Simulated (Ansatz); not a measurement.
**r2SCAN/6-311+G(d,p) run of CH7BSi (SMILES CB[SiH3])**

Aim: the energy change on altering one bond length of CH7BSi at r2SCAN/6-311+G**, from 2 runs. 

Program for the calculation: Ansatz 0.2.0.

65 further runs of the same task are left out: 65 set aside as unsound or not needed.

## (1) The molecule

CH7BSi: 10 atoms, total charge 0, spin state singlet. SMILES: `CB[SiH3]`. The shape is that of a PBE0-D4/def2-TZVP optimisation.

Bond lengths: C1–B2 1.550 Å, B2–Si3 2.018 Å, C1–H4 1.106 Å, C1–H5 1.092 Å, C1–H6 1.091 Å, B2–H7 1.201 Å, Si3–H8 1.491 Å, Si3–H9 1.491 Å, Si3–H10 1.494 Å. Some angles: C1–B2–Si3 124.4°, C1–B2–H7 118.6°, Si3–B2–H7 117.0°, B2–C1–H4 102.7°, B2–C1–H5 114.9°, B2–C1–H6 116.1°, B2–Si3–H8 111.7°, B2–Si3–H9 114.0°, B2–Si3–H10 107.9°, H4–C1–H5 105.3°.

## (2) A single-point energy at r2SCAN/6-311+G(d,p)

in.yaml reads:

```yaml
crystal:
  periodic: [false, false, false]
  atoms:
    - {symbol: C, position_ang: [-1.087900, 0.975000, -0.576900]}
    - {symbol: B, position_ang: [0.112000, 0.000300, -0.689900]}
    - {symbol: Si, position_ang: [1.014100, -0.883100, 0.884800]}
    - {symbol: H, position_ang: [-1.958400, 0.307500, -0.716200]}
    - {symbol: H, position_ang: [-1.157900, 1.712200, -1.380000]}
    - {symbol: H, position_ang: [-1.228600, 1.454100, 0.393400]}
    - {symbol: H, position_ang: [0.516800, -0.288200, -1.783700]}
    - {symbol: H, position_ang: [1.154200, -2.354100, 0.685500]}
    - {symbol: H, position_ang: [0.324900, -0.654200, 2.186700]}
    - {symbol: H, position_ang: [2.393700, -0.320800, 0.999300]}
basis:
  gaussian:
    orbitals: 6-311+G_st__st_-spherical.json
total_charge: 0
hamiltonian:
  xc: {name: r2SCAN}
accuracy: high
output: {orbitals: {seedname: orbitals}}
```

The basis set 6-311+G** is read from a file made from the Basis Set Exchange's data (not shown).

On the command line:

```
$ ansatz run in.yaml --threads 1 --pin off --max-ram 3480MiB --events-out events.jsonl --progress --plain --runs-dir runs
```

Log:

```text
Warning: RAYON_NUM_THREADS=1 ignored (pool sized by the plan → 1); use --threads N
Functional definition: r2SCAN
  name "r2SCAN"
  parameter k0 = 0.174
  parameter k1 = 0.065
  parameter a1 = 4.9479
  exchange = r2scan_x(k0 = k0, k1 = k1, a1 = a1)
  correlation = r2scan_c
2301 factors; integrals over basis functions are off by at most 4.2e-9 eV
mean field evaluation 1: about -9695.0634 eV, gradient 5.6e1 eV
mean field evaluation 2: about -9689.8955 eV, gradient 6.7e1 eV
mean field evaluation 4: about -9702.7936 eV, gradient 2.1e0 eV
mean field evaluation 8: about -9702.8048 eV, gradient 1.6e-1 eV
mean field evaluation 16: about -9702.8048 eV, gradient 1.5e-5 eV
mean field -9702.80483901 eV, -356.5715010361 hartree, gradient 3.1e-8 eV, S^2 0.000000; 0 other end points of the search recorded, 0 dependent functions left out
reference -9702.80484104 eV, -356.5715011109 hartree; 16, 16 occupied and 100, 100 virtual orbitals, 2301 factors
Total energy: -9702.80484104 eV, -356.5715011109 hartree
```

Wall time 15 s (1 thread of Arm Neoverse V2, shared host); peak memory 0.38 GiB.

## (3) The distorted shape

molecule.yaml reads:

```yaml
basis:
  gaussian: {orbitals: 6-311+G_st__st_-spherical.json}
crystal:
  periodic: [false, false, false]
  atoms:
    - {symbol: C, position_ang: [-1.411734, 1.205796, 0.298123]}
    - {symbol: B, position_ang: [-0.211834, 0.231096, 0.185123]}
    - {symbol: Si, position_ang: [0.690266, -0.652304, 1.759823]}
    - {symbol: H, position_ang: [-2.282234, 0.538296, 0.158823]}
    - {symbol: H, position_ang: [-1.481734, 1.942996, -0.504977]}
    - {symbol: H, position_ang: [-1.552434, 1.684896, 1.268423]}
    - {symbol: H, position_ang: [0.516800, -0.288200, -1.783700]}
    - {symbol: H, position_ang: [0.830366, -2.123304, 1.560523]}
    - {symbol: H, position_ang: [0.001066, -0.423404, 3.061723]}
    - {symbol: H, position_ang: [2.069866, -0.090004, 1.874323]}
hamiltonian: {xc: r2scan}
accuracy: high
output: {orbitals: {seedname: orbitals}}
total_charge: 0
```

The basis set 6-311+G** is read from a file made from the Basis Set Exchange's data (not shown).

On the command line:

```
$ ansatz run molecule.yaml --threads 1 --pin off --max-ram 3480MiB --events-out events.jsonl --progress --plain --runs-dir runs
```

Log:

```text
Warning: RAYON_NUM_THREADS=1 ignored (pool sized by the plan → 1); use --threads N
Functional definition: r2SCAN
  name "r2SCAN"
  parameter k0 = 0.174
  parameter k1 = 0.065
  parameter a1 = 4.9479
  exchange = r2scan_x(k0 = k0, k1 = k1, a1 = a1)
  correlation = r2scan_c
2311 factors; integrals over basis functions are off by at most 6.6e-9 eV
mean field evaluation 1: about -9691.7485 eV, gradient 5.7e1 eV
mean field evaluation 2: about -9681.9164 eV, gradient 7.3e1 eV
mean field evaluation 4: about -9699.4337 eV, gradient 1.0e1 eV
mean field evaluation 8: about -9699.9213 eV, gradient 3.5e-1 eV
mean field evaluation 16: about -9699.9217 eV, gradient 7.5e-5 eV
mean field -9699.92167260 eV, -356.4655466251 hartree, gradient 2.8e-8 eV, S^2 0.000000; 0 other end points of the search recorded, 0 dependent functions left out
reference -9699.92167474 eV, -356.4655467036 hartree; 16, 16 occupied and 100, 100 virtual orbitals, 2311 factors
Total energy: -9699.92167474 eV, -356.4655467036 hartree
```

Wall time 16 s (1 thread of Arm Neoverse V2, shared host); peak memory 0.38 GiB.

## (4) Outcome

Level: r2SCAN/6-311+G**.

| quantity | value |
| --- | --- |
| first shape: total energy | -356.57150 Eh |
| first shape: HOMO energy | -6.97 eV |
| first shape: LUMO energy | -2.45 eV |
| first shape: HOMO–LUMO gap | 4.53 eV |
| distorted shape: total energy | -356.46555 Eh |
| distorted shape: HOMO energy | -6.14 eV |
| distorted shape: LUMO energy | -2.91 eV |
| distorted shape: HOMO–LUMO gap | 3.23 eV |
| energy change with the B2–H7 bond stretched from 1.201 to 2.163 Å | 2.883 eV |

In words: One bond (distorted shape) is far stretched, which a spin-restricted single reference describes badly; a broken-symmetry solution may lie lower. With the B2–H7 bond stretched from 1.201 to 2.163 Å the energy rises by 2.88 eV (66 kcal/mol). The first shape isn't relaxed at this level, so the change isn't measured from a minimum. A restricted reference can't describe the breaking bond well at this length.
